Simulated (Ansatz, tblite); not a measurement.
Cost and result up the ladder for S₃⁻ (3 atoms). Charge -1, multiplicity 2. Geometry: r2SCAN-D4/def2-TZVPD.

```xyz
3

S     0.353    1.568   -0.635
S     0.222   -1.389    1.004
S    -0.575   -0.179   -0.369
```

Ansatz on 4 threads of Arm Neoverse V1 on a shared host; xTB runs through tblite on one thread. Times are rough, summed over both states, and most runs start from the orbitals of an earlier one. CCSD(T)/def2-TZVPPD serves as the yardstick here, not as an exact answer. Differences are given only for rows in sets of like size (and for xTB, whose basis is part of the method), since another set adds its own error. The other state is a quartet at its own geometry.

The xTB rows come from tblite. Correlated methods freeze 15 core orbitals. The structure comes from a short search, and lower isomers may exist.

Correlated methods converge slowly with the basis.

xTB has no spin-polarisation term.

```csv
level,functions,wall time,quartet − doublet (eV),difference from CCSD(T)/def2-TZVPPD (eV),remarks
GFN2-xTB,27,0.005 s,2.08,0.13,–
GFN1-xTB,27,0.006 s,2.37,0.41,–
HF/6-31G,39,0.65 s,0.94,–,–
MP2/def2-TZVPD,138,2.4 s,2.06,0.11,–
PBE-D4/def2-TZVPD (with forces),138,2.7 s,1.76,-0.20,HOMO above zero (doublet)
RPA@PBE/def2-TZVPD,138,3.9 s,1.82,-0.13,–
PBE0-D4/def2-TZVPD,138,4 s,1.94,-0.01,–
CAM-B3LYP-D4/def2-TZVPD,138,5 s,2.07,0.11,–
B2PLYP/def2-TZVPD,138,5.7 s,1.89,-0.07,–
r2SCAN-D4/def2-TZVPD,138,6.8 s,1.72,-0.23,HOMO above zero (doublet)
r2SCAN0-D4/def2-TZVPD,138,7.8 s,1.85,-0.10,–
B97M-V/def2-TZVPD,138,9.1 s,1.98,0.02,HOMO above zero (doublet)
ωB97X-V/def2-TZVPD,138,17 s,2.28,0.32,–
CCSD(T)/def2-TZVPPD,153,25 s,1.96,0.00,–
```
